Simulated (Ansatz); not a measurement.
A nudged elastic band was laid between two geometries of C2H5Si (8 atoms, charge 0, multiplicity 2).

All numbers below come from UKS PBE-D4/6-31G* in Ansatz.

```yaml
movable_images: 7
climbing_image: yes
spring: 5.0 eV/Å²
optimiser: quadratic models (default)
start_path: IDPP
force_threshold: 0.05 eV/Å
iteration_limit: 60
end_points: relaxed
```

Image 0:

```xyz
8
Properties=species:S:1:pos:R:3
C -0.413 0.944 -0.890
C -0.358 0.349 0.327
Si 0.896 -0.921 0.818
H 0.269 0.668 -1.703
H -1.147 1.725 -1.123
H -1.064 0.688 1.099
H 1.544 -1.573 -0.372
H 0.366 -1.938 1.788
```

Image 8:

```xyz
8
Properties=species:S:1:pos:R:3
C -0.221 1.094 -0.778
C -0.463 0.268 0.270
Si 0.234 -1.438 0.436
H 0.464 0.816 -1.589
H -0.690 2.081 -0.863
H -1.173 0.607 1.039
H 1.445 -1.645 -0.431
H 0.496 -1.840 1.860
```

Problem. What changes between the two ends?

Solution. No bond is made or broken. The height of Si3 over the plane of its neighbours goes from -0.45 to 0.45 Å. The two ends are copies of one structure, up to a mirror image or an exchange of like atoms.

Problem. Give the energies along the band, and the barrier.

Solution. It converged. The highest image is number 4 of 0 to 8, 0.129 eV above the ends, which have the same energy within 2 meV. A vibrational analysis at the climbing image gives one clearly imaginary mode, 475i cm⁻¹: a first-order saddle point.

```json
{"image": "0", "path coordinate (Å)": "0.00", "energy (eV)": "0.000", "height of Si3 over the plane of its neighbours (Å)": "-0.45"}
{"image": "1", "path coordinate (Å)": "0.16", "energy (eV)": "0.004", "height of Si3 over the plane of its neighbours (Å)": "-0.43"}
{"image": "2", "path coordinate (Å)": "0.32", "energy (eV)": "0.027", "height of Si3 over the plane of its neighbours (Å)": "-0.34"}
{"image": "3", "path coordinate (Å)": "0.48", "energy (eV)": "0.090", "height of Si3 over the plane of its neighbours (Å)": "-0.18"}
{"image": "4", "path coordinate (Å)": "0.64", "energy (eV)": "0.129", "height of Si3 over the plane of its neighbours (Å)": "0.00"}
{"image": "5", "path coordinate (Å)": "0.80", "energy (eV)": "0.090", "height of Si3 over the plane of its neighbours (Å)": "0.18"}
{"image": "6", "path coordinate (Å)": "0.96", "energy (eV)": "0.027", "height of Si3 over the plane of its neighbours (Å)": "0.34"}
{"image": "7", "path coordinate (Å)": "1.12", "energy (eV)": "0.003", "height of Si3 over the plane of its neighbours (Å)": "0.43"}
{"image": "8", "path coordinate (Å)": "1.28", "energy (eV)": "0.000", "height of Si3 over the plane of its neighbours (Å)": "0.45"}
```

Problem. What is the geometry of the highest image?

Solution. 
```xyz
8
Properties=species:S:1:pos:R:3:forces:R:3
C -0.321 1.080 -0.849 -0.01 0.00 0.00
C -0.390 0.313 0.276 0.00 -0.01 0.00
Si 0.561 -1.207 0.606 -0.01 0.01 0.00
H 0.344 0.832 -1.685 0.00 0.00 0.00
H -0.932 1.981 -0.967 0.00 0.00 0.00
H -1.083 0.626 1.070 0.00 0.00 0.00
H 1.532 -1.737 -0.393 0.00 0.00 0.00
H 0.381 -1.945 1.887 0.00 0.00 0.00
```

Problem. What are the harmonic wavenumbers there?

Solution. 475i, 250, 263, 472, 585, 701, 851, 884, 961, 1000, 1252, 1377, 1543, 2224, 2261, 3074, 3087, 3168 cm⁻¹.

Time of the run: 85 s on 1 thread of AMD EPYC 7R43 64-Core Processor (Zen 3), on a shared host, peak memory 0.14 GiB.
